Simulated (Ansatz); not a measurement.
# CH₇AlSi: vertical ionisation energy

Aim: the vertical ionisation energy of CH₇AlSi, as cation minus neutral at the neutral's geometry, on several levels, and how well −ε(HOMO) stands in for it.

Computed with Ansatz 0.2.0, Gaussian basis. Level: unrestricted cation, the program's frozen cores in correlated methods.

Plan: UKS PBE-D4/def2-TZVPP; UKS r2SCAN-D4/def2-TZVPP; UKS PBE0-D4/def2-TZVPP; UKS B3LYP-D4/def2-TZVPP; UKS wB97X-V/def2-TZVPP; UKS wB97M-V/def2-TZVPP; UKS B2PLYP/def2-TZVPP; UHF-CCSD(T)/def2-TZVPP; UHF-MP2/def2-QZVPP; extrapolation to the limit; then −ε(HOMO) from the neutral's earlier runs with LDA (SPW92), PBE-D4, revPBE-D4, BLYP-D4, r2SCAN-D4, B97M-V, PBE0-D4, B3LYP-D4, r2SCANh-D4, r2SCAN0-D4, HSE06-D4, BHLYP-D4, CAM-B3LYP-D4, LC-ωPBE, ωB97X-V, ωB97M-V.

## Step 1: The geometry

The geometry comes from an earlier relaxation with PBE0-D4 in a triple-zeta def2 set; it is a stationary point, not always the lowest conformer.

SMILES `C[SiH2][AlH2]`, 10 atoms, charge 0, spin multiplicity 1.

Atoms are counted from 1 here; the program's logs count them from 0.

Bond lengths: C1–Si2 1.888 Å, C1–H4 1.092 Å, C1–H5 1.092 Å, C1–H6 1.092 Å, Si2–Al3 2.462 Å, Si2–H7 1.494 Å, Si2–H8 1.494 Å, Al3–H9 1.592 Å, Al3–H10 1.592 Å. Angles: Si2–C1–H4 110.4°, Si2–C1–H5 111.1°, Si2–C1–H6 111.1°, H4–C1–H5 108.0°, H4–C1–H6 108.0°, H5–C1–H6 108.1°, C1–Si2–Al3 112.4°, C1–Si2–H7 108.6°, C1–Si2–H8 108.6°, Al3–Si2–H7 110.3°, Al3–Si2–H8 110.4°, H7–Si2–H8 106.2°, Si2–Al3–H9 121.2°, Si2–Al3–H10 121.1°, H9–Al3–H10 117.7°.

## Step 2: Cation, UKS PBE-D4/def2-TZVPP

Contents of in.yaml:

```yaml
crystal:
  periodic: [false, false, false]
  atoms:
    - {symbol: C, position_ang: [-1.221286, 0.707112, -0.748259]}
    - {symbol: Si, position_ang: [-0.100403, -0.747060, -0.306202]}
    - {symbol: Al, position_ang: [1.679258, -0.115928, 1.274173]}
    - {symbol: H, position_ang: [-1.995604, 0.390452, -1.450351]}
    - {symbol: H, position_ang: [-0.651864, 1.514398, -1.214007]}
    - {symbol: H, position_ang: [-1.713706, 1.107572, 0.140571]}
    - {symbol: H, position_ang: [0.492808, -1.292136, -1.564652]}
    - {symbol: H, position_ang: [-0.941449, -1.840730, 0.267453]}
    - {symbol: H, position_ang: [1.452977, -0.204331, 2.847189]}
    - {symbol: H, position_ang: [3.082370, 0.429549, 0.757185]}
basis:
  gaussian: {orbitals: def2-TZVPP}
total_charge: 1
magnetization: {spin_polarized: true, initial_magnetization: 1}
hamiltonian: {xc: pbe, dispersion: d4}
```

Run with:

```bash
$ ansatz run in.yaml --threads 2 --pin off --events-out ev --progress --plain --max-ram 4352MiB
```

Further steps of the session: Cation, UKS r2SCAN-D4/def2-TZVPP; Cation, UKS PBE0-D4/def2-TZVPP; Cation, UKS B3LYP-D4/def2-TZVPP; Cation, UKS wB97X-V/def2-TZVPP; Cation, UKS wB97M-V/def2-TZVPP; Cation, UKS B2PLYP (frozen core)/def2-TZVPP; Cation, UHF-CCSD(T)/def2-TZVPP; Cation, UHF-MP2/def2-QZVPP.

**Question.** What will the summary of the whole plan be? Wanted: ionisation energy, CCSD(T)/CBS; nearest functional by difference; nearest −ε(HOMO); −ε(HOMO) of PBE; T1 of the cation.

**Answer**, as computed:

| quantity | value |
| --- | --- |
| ionisation energy, CCSD(T)/CBS | 9.53 eV |
| nearest functional by difference | ωB97X-V (-0.13 eV) |
| nearest −ε(HOMO) | ωB97X-V (-0.01 eV) |
| −ε(HOMO) of PBE | 6.21 eV |
| T1 of the cation | 0.017 |

By cation minus neutral, the functionals miss by 0.45 eV at most. The PBE orbital energy is 3.3 eV too small: a semilocal HOMO is no ionisation energy. Among orbital estimates ωB97X-V comes nearest. Hartree-Fock falls 0.89 eV short, as the neutral has more correlation energy than the cation. The cation may have settled in a state other than its lowest; no search over hole states beyond the program's own was made.
